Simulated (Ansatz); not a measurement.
C3H5NO can be A, `N/C=C/C=O`, or B, `CC(=N)C=O`.

Gas-phase electronic energies from Ansatz, PBE0-D4/def2-TZVP geometries. CCSD(T)/CBS adds triple-zeta CCSD(T) − MP2 to the extrapolated MP2 energy (def2 sets, frozen cores). DFT in def2-TZVPP. B3LYP here is the variant with VWN-RPA as its local correlation; programs differ in this. Each species was taken in one conformer, which may not be the lowest.

(1) Which is lower in electronic energy at CCSD(T)/CBS, and by how much? (An estimate is asked.)

(2) Give E(B) − E(A) in kcal/mol with r2SCAN-D4, MP2/def2-TZVPP, B3LYP, B3LYP-D4, CCSD(T)/def2-TZVPP, PBE-D4, B2PLYP. (Estimate.)

(3) Does the order hold for the free energy at 298.15 K (harmonic terms from PBE0-D4)? (Estimate.)

Largest T1 diagnostic: 0.016.

Answers

(1) Ansatz gave: A, by 4.1 kcal/mol.

(2) Computed: r2SCAN-D4 9.4, MP2/def2-TZVPP 4.7, B3LYP 8.7, B3LYP-D4 8.2, CCSD(T)/def2-TZVPP 2.7, PBE-D4 9.4, B2PLYP 6.8. None reverses the order clearly.

(3) Computed: Yes: G(B) − G(A) = +4.5 kcal/mol, for one conformer each. Modes under 60 cm⁻¹, often nearly free rotors, make the harmonic entropy too high.

From BLYP to BHLYP (50 % exact exchange), in def2-TZVPP and without D4, E(B) − E(A) moves by −1.0 kcal/mol. Leaving LDA and LC-ωPBE aside and taking each functional with its dispersion term where it has one, the values, not all of them listed here, spread over 4.5 kcal/mol, from ωB97X-V to r2SCAN-D4. LDA lies +3.2 kcal/mol from PBE without D4.
